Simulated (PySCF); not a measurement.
SiF4, SMILES F[Si](F)(F)F. Geometry optimised at ωB97X-D3(BJ)/def2-SVP. The isomer is the one that the SMILES or the coordinates give; other isomers of the formula were not compared.

Computed with ωB97X-D3(BJ)/def2-SVP run with PySCF.

Harmonic wavenumbers (cm⁻¹): 250, 250, 372, 372, 372, 787, 1037, 1037, 1037. Rotational constants (GHz): 3.944, 3.944, 3.944; symmetry number 12.

Problem. Work out the zero-point energy and the ideal-gas rigid-rotor harmonic-oscillator thermochemistry at 298.15 K and 1 atm.

Solution. ZPE = ½ Σ hcν = ½ × 5513 cm⁻¹ = 32.98 kJ/mol. H − E(el) = 48.57 kJ/mol. Entropy in J/(mol K): translation 166.68, rotation 88.39, vibration 29.87, total 284.93. G − E(el) = -36.38 kJ/mol. Cp = 74.27 J/(mol K).
